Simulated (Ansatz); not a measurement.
A made-up structure of MgBH2F, singlet:

```
5
angstrom
F -0.1652 -1.1246 1.3904
B -0.3933 -0.6888 0.1291
Mg 0.4953 0.9232 -0.2523
H -1.0777 -1.2229 -0.7089
H 1.1410 2.1131 -0.5584
```

It is relaxed with PBE-D4/def2-SVP and then PBE0-D4/def2-TZVP (Ansatz 0.2.0). Atoms count as bonded within 1.22 times the sum of their covalent radii (H–H: 0.88 Å). The end point is not checked to be a true minimum.

Task: Does its bonding change? (A judgement: the text doesn't fix the answer.)

Result: Computed: No: no bond forms or breaks.

Where it ends: The first stage lowers the energy by 2.09 eV in 7 steps. It ends as MgBH₂F ([F][BH][MgH]):
```xyz
5
angstrom
F -0.3484 -1.4027 1.3822
B -0.4784 -0.8496 0.1759
Mg 0.6132 1.1400 -0.3073
H -1.1948 -1.4963 -0.5610
H 1.4084 2.6087 -0.6898
```

Labels in which every atom is bracketed show which atoms are joined, not bond orders.

For scale, one of the runs: PBE0-D4/def2-TZVP relaxation, 106 basis functions, launched by `ansatz run in.yaml --threads 2 --pin off --events-out ev --progress --plain --max-ram 4352MiB`. The run took about 10 s on 2 CPU threads of an Arm Neoverse V1 (shared host).
